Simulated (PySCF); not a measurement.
C4H9O2 (doublet state).
Numbering: `[CH3:1][O:2][CH2:3][CH2:4][CH2:5][O:6]` (hydrogens: H7, H8, H9 on C1; H10, H11 on C3; H12, H13 on C4; H14, H15 on C5)

The calculation used UKS B3LYP, pcH-1 on C H O, non-relativistic, mean-field spin-orbit, GIAO (PySCF 2.14.0). One conformer (not necessarily the lowest) at the GFN2-xTB geometry, without solvent, vibrations or thermal averaging. The geometry wasn't refined by DFT: couplings that depend on bond lengths, twists or pyramidal angles can differ widely from those at the functional's own minimum.

Output of the driver script. Atoms in this output count from 0.

```
UKS, coarse grid
  cycle   1  E = -308.04583858  |g| = 6.34e-01
  cycle   2  E = -307.70403128  |g| = 1.15e+00
  cycle   3  E = -308.21908510  |g| = 7.77e-02
  cycle   4  E = -308.22064629  |g| = 7.85e-02
  cycle   5  E = -308.22323526  |g| = 1.78e-02
  cycle   6  E = -308.22336124  |g| = 1.13e-02
  cycle   7  E = -308.22341768  |g| = 2.08e-03
  cycle   8  E = -308.22341991  |g| = 6.28e-04
UKS, final grid
  cycle   1  E = -308.22335634  |g| = 7.30e-04
  cycle   2  E = -308.22335624  |g| = 9.41e-04
  cycle   3  E = -308.22335665  |g| = 1.03e-04
  cycle   4  E = -308.22335667  |g| = 8.04e-05
  cycle   5  E = -308.22335673  |g| = 6.89e-05
  cycle   6  E = -308.22335679  |g| = 5.97e-05
  cycle   7  E = -308.22335692  |g| = 4.41e-05
  cycle   8  E = -308.22335699  |g| = 9.81e-06
  cycle   9  E = -308.22335699  |g| = 5.96e-06
E = -308.22335699 Eh   <S^2> = 0.7539 (exact 0.7500)
g shifts (ppm)      1          2          3
  rmc          -272       -272       -272
  gc            -11         37         42
  oz_so         105       5786      48267
  total        -179       5550      48037
hyperfine (MHz)  atom isotope    a_iso     a_fc   dipolar eigenvalues
    0   13C       0.21       0.21     -0.17     -0.15      0.32
    1   17O      -0.33      -0.33     -1.18      0.44      0.74
    2   13C      -0.53      -0.53     -1.49      0.31      1.17
    3   13C      -5.86      -5.86     -1.14     -0.65      1.79
    4   13C     -45.05     -45.05     -7.95      3.47      4.49
    5   17O     -49.22     -49.22   -255.11    127.01    128.09
    6    1H      -0.02      -0.02     -0.38     -0.36      0.74
    7    1H       0.31       0.31     -0.52     -0.49      1.01
    8    1H       0.29       0.29     -0.61     -0.55      1.15
    9    1H       0.51       0.51     -2.14     -1.79      3.93
   10    1H       5.88       5.88     -4.19     -3.09      7.29
   11    1H       1.06       1.06     -3.38     -2.85      6.22
   12    1H      -1.87      -1.87     -2.28     -1.97      4.25
   13    1H     288.92     288.92     -8.73     -3.77     12.50
   14    1H     215.90     215.90     -8.42     -3.90     12.33
```

Task: The run flagged its g tensor. What set off the flag, and which results does it touch?

Result: The largest g shift is +0.048, past the limit of 0.03 at which the run flags a species of elements up to argon. The orbital-Zeeman/spin–orbit term is second order, a sum of spin–orbit matrix elements over excitation energies, so it grows and becomes less reliable as an excited state comes close; a shift of this size calls for a check with another method. The contact and dipolar couplings don't rest on that expansion, but they belong to the state that the SCF found, and a close-lying state with the spin in another orbital would have other couplings; no stability test was run.

Task: Where is the spin in this solution (atoms counted from 1)?

Result: Largest spin populations (Mulliken): O6 (+0.84), H14 (+0.13), H15 (+0.10) and C5 (-0.08). No atom but O6 exceeds +0.15. The positive populations add up to 1.08 and the negative ones to -0.08, together 2S = 1. ⟨S²⟩ = 0.7539 against the exact 0.7500, so spin contamination is small. 

Task: Average a_iso over equivalent nuclei, turn it into first-order splittings with g = 2.0023, and give the multiplets for abundant isotopes (0.05 mT or more).

Result: 
| nuclei (from 1) | isotope | I | position | a_iso (MHz) | \|a\| (mT) | splits into |
| --- | --- | --- | --- | --- | --- | --- |
| H14/H15 | 1H | 1/2 | 2 bonds from O6 | 252.4 | 9.01 | 1:2:1 triplet |
| H10/H11 | 1H | 1/2 | 4 bonds from O6 | 3.2 | 0.11 | 1:2:1 triplet |

Nuclei that the bonding pattern makes equivalent are averaged, as if the motion that swaps them (rotation, inversion, ring flip) were fast. The 1H value of +252.4 MHz is a mean of couplings from 215.9 to 288.9 MHz in this one geometry, not an average over conformers. The 1H value of +3.2 MHz is a mean of couplings from 0.5 to 5.9 MHz in this one geometry, not an average over conformers.

The run took 99 s of wall time (grids of density and orbitals included) on an Intel Xeon at 2.50 GHz with one thread (shared host), and the process peaked at 0.94 GiB of memory.
